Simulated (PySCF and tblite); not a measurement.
Ethylamine, C2H7N, numbered as in [CH3:1][CH2:2][NH2:3].

Geometries GFN2-xTB; weights from PBE0-D3(BJ)/def2-TZVP energies and GFN2-xTB thermal corrections, with symmetry numbers and mirror pairs. Conformers within 3 kcal/mol (GFN2-xTB free energy) were kept, 10 at most. GIAO shieldings: PBE0/pcSseg-1. Shifts are against TMS (¹H), TMS (¹³C), NH3 (¹⁵N) at the same level. (PySCF 2.14, tblite 0.8.)

Torsions listed: C1–C2–N3–H3. Of a mirror pair one member is shown.

```tsv
conformer	shape	symmetry	E(GFN2) kcal/mol	E(DFT) kcal/mol
1	-62°	C1 (pair)	1.14	0.04
2	59°	Cs	0.00	0.00
```

How much do the weights at 298.15 K and the averaged shift of C1 depend on how the conformers are weighted?


```json
{"weighting": "DFT energy with thermal terms, symmetry and mirror images (full scheme)", "1 (%)": "72", "2 (%)": "28", "δ (ppm)": "21.4", "rms dipole (D)": "1.28"}
{"weighting": "DFT energy with symmetry and mirror images", "1 (%)": "65", "2 (%)": "35", "δ (ppm)": "21.8", "rms dipole (D)": "1.28"}
{"weighting": "bare DFT energy", "1 (%)": "48", "2 (%)": "52", "δ (ppm)": "22.8", "rms dipole (D)": "1.29"}
{"weighting": "GFN2-xTB energy with symmetry and mirror images", "1 (%)": "23", "2 (%)": "77", "δ (ppm)": "24.3", "rms dipole (D)": "1.30"}
{"weighting": "GFN2-xTB free energy", "1 (%)": "29", "2 (%)": "71", "δ (ppm)": "23.9", "rms dipole (D)": "1.29"}
{"weighting": "leading conformer alone", "1 (%)": "100", "2 (%)": "0", "δ (ppm)": "19.8", "rms dipole (D)": "1.27"}
{"weighting": "equal weights", "1 (%)": "50", "2 (%)": "50", "δ (ppm)": "22.7", "rms dipole (D)": "1.29"}
```

The largest departure from the full scheme, 2.8 ppm, comes with: GFN2-xTB energy with symmetry and mirror images.


¹⁵N shifts are against a computed isolated NH3 molecule, about 20 ppm from the liquid.